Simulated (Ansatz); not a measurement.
Basis-set extrapolation for `C=C(C)SC=N` (PBE0-D4/def2-TZVP geometry, frozen core, Ansatz). Multiplicity 1, RHF reference.

```json
{"": "HF", "def2-TZVPP": "-607.575339", "def2-QZVPP": "-607.596061"}
{"": "MP2 correlation", "def2-TZVPP": "-1.035118", "def2-QZVPP": "-1.106618"}
{"": "CCSD(T) correlation", "def2-TZVPP": "-1.134680", "def2-QZVPP": "not run"}
```

Energies in hartree. Use E(X) = E(∞) + A·exp(−7.88·√X) for Hartree–Fock and E(X) = E(∞) + B·X^(−2.97) for correlation, with X = 3 and 4, and add CCSD(T) minus MP2 of the smaller set to the MP2 limit.

**Question.** What is the CCSD(T) energy at the basis-set limit?

**Answer.** HF limit: -607.596061 + (-0.020722) × 0.13774 = -607.59892. MP2 limit: -1.106618 + (-0.071500) × 0.74074 = -1.15958. Higher-order term: -1.134680 − (-1.035118) = -0.09956. Total: -608.85806 hartree, 92.9 kcal/mol below CCSD(T)/def2-TZVPP.
